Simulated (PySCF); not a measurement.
Gas-phase reaction: 4 CH₂Cl₂ = 4 Cl₂ + C₂H₂ (acetylene) + C₂H₆

Computed with PySCF (xtb for GFN2) and rigid-rotor harmonic-oscillator thermochemistry at 1 bar. The comparison is the NASA 1993 polynomial table, which mixes measured and estimated data. † marks an energy on the PBE0/def2-TZVP geometry and frequencies; other levels use their own. MP2 freezes the core. 6-31G* has spherical d functions here. All species are closed-shell singlets. B3LYP is the form with VWN-RPA correlation. MP2 isn't extrapolated to the basis-set limit.

| level | ΔH°(298 K), kJ |
|---|---|
| table | 525.9 |
| B3LYP/6-31G* | 586.9 |
| B3LYP/def2-TZVP† | ? |
| BLYP/def2-TZVP† | 443.6 |
| GFN2-xTB | 321.9 |
| HF/6-31G* | ? |
| MP2/def2-SVP† | 597.5 |
| MP2/def2-TZVPP† | ? |
| PBE/def2-TZVP† | ? |
| PBE0/def2-SVP† | 610.3 |
| PBE0/def2-TZVP | 559.0 |
| r2SCAN/def2-TZVP† | 561.2 |

What belongs in the gaps?


- B3LYP/def2-TZVP†, ΔH°(298 K), kJ: 486.2
- HF/6-31G*, ΔH°(298 K), kJ: 616.8
- MP2/def2-TZVPP†, ΔH°(298 K), kJ: 580.7
- PBE/def2-TZVP†, ΔH°(298 K), kJ: 522.2
